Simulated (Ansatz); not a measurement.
System: zinc-blende HgTe. Method: LDA (PAW; Ansatz, a first-principles code).

Numerical settings: plane-wave cutoff 520 eV, 20×20×20 k mesh, Fermi–Dirac smearing 0.05 eV, perturbation theory, scalar-relativistic PAW data made under PBE.

Cell (relaxed at this level):

```yaml
crystal:
  lattice:
    - [0.00000, 3.21748, 3.21748]
    - [3.21748, 0.00000, 3.21748]
    - [3.21748, 3.21748, 0.00000]
  atoms:
    - { symbol: Hg, position: [0.00000, 0.00000, 0.00000] }
    - { symbol: Te, position: [0.75000, 0.75000, 0.75000] }
```

**Question.** What does this level give for the TO(Γ) frequency?

**Answer.** 
* **TO(Γ) frequency**: 116 cm⁻¹

Measured, for comparison: zone-centre TO phonon frequency 116 cm⁻¹ (temperature not stated, no zero-point or thermal correction, Raman; as tabulated in Cardona et al. (2009), arXiv:0908.2634). Computed (rounded) less measured: zone-centre TO phonon frequency 0.0 %.

Note: the solid has no gap at this level, which affects its response.

Spin–orbit coupling is not included; it can shift volumes and moduli of such heavy elements.

Computing time: roughly 25 core-minutes.
